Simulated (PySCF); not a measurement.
SiH2, SMILES [SiH2] (connectivity only; charge and spin as stated), neutral, multiplicity 1.

Coordinates come from a r2SCAN-D4/def2-TZVPD optimisation. The isomer is the one that the SMILES or the coordinates give; other isomers of the formula were not compared.

These are PBE0/def2-TZVPD in PySCF values and carry that method's errors.

**Question.** Estimate the frontier levels, gap, dipole moment and polarisability. (An estimate is asked for; the answer gives what the named calculation found.)

**Answer.** 
| Item | Result |
|---|---|
| highest occupied level | -6.89 eV |
| lowest empty level | -3.11 eV |
| orbital gap | 3.78 eV |
| dipole moment | 0.17 D |
| quadrupole, principal values (traceless, Buckingham form, about the centre of nuclear charge) | -3.80, -0.90, 4.70 D·Å |
| mean static polarisability | 36.1 bohr³ (5.36 Å³) |
| polarisability, principal values | 31.4, 37.7, 39.4 bohr³ |
